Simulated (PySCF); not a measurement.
Li₃: adding exact exchange

Base calculation in PySCF with density fitting and no spin–orbit coupling, PBE/def2-TZVP (no relativity): doublet, C2v, Li–Li 2.810 Å (×2), Li–Li 3.354 Å; Li–Li–Li 53.4° (×2), Li–Li–Li 73.3°; wavenumbers 159, 180, 313 cm⁻¹; dipole moment 0.28 D, polar-tensor charge of Li 0.16 e, atomisation energy (no zero-point energy) 141 kJ/mol.

Question: What changes on going to PBE0/def2-TZVP (no relativity)?

Answer: The point group stays the same. Changes: mean bond to Li +0.002 Å, highest wavenumber +5 cm⁻¹, lowest wavenumber +1 cm⁻¹, dipole moment +0.15 D, polar-tensor charge of Li -0.01 e, atomisation energy (no zero-point energy) -5 kJ/mol. The new structure has Li–Li 2.812 Å (×2), Li–Li 3.366 Å; Li–Li–Li 53.2° (×2), Li–Li–Li 73.5°, with wavenumbers 160, 185, 318 cm⁻¹.

The structures come from searches over a few start shapes, so lower isomers are not excluded.
